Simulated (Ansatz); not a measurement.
Results of rVV10 (Ansatz, an electronic-structure program, PAW) for litharge PbO.

Settings: plane-wave cutoff 520 eV, 8×8×8 k mesh, Fermi–Dirac smearing 0.01 eV, scalar-relativistic PAW data made under PBE.

Response to compression and expansion:

Shape and atoms are relaxed at each volume.

| V (Å³/atom) | P (GPa) | direct gap at Γ (eV) | smallest gap on the k mesh (eV) | c (Å) |
|---|---|---|---|---|
| 19.963 | 1.13 | 2.615 | 1.091 | 4.813 |
| 20.379 | 0.52 | 2.481 | 1.143 | 4.904 |
| 20.795 | 0.00 | 2.360 | 1.201 | 4.994 |
| 21.211 | -0.46 | 2.252 | 1.263 | 5.082 |
| 21.627 | -0.80 | 2.151 | 1.327 | 5.174 |

The fundamental gap (1.20 eV at the equilibrium volume, with added k points) lies elsewhere than Γ–Γ.

Note: the bulk modulus comes from volumes at which shape and atoms were relaxed.

Spin–orbit coupling is not included; with these elements it can move the gap by several tenths of an eV or more.
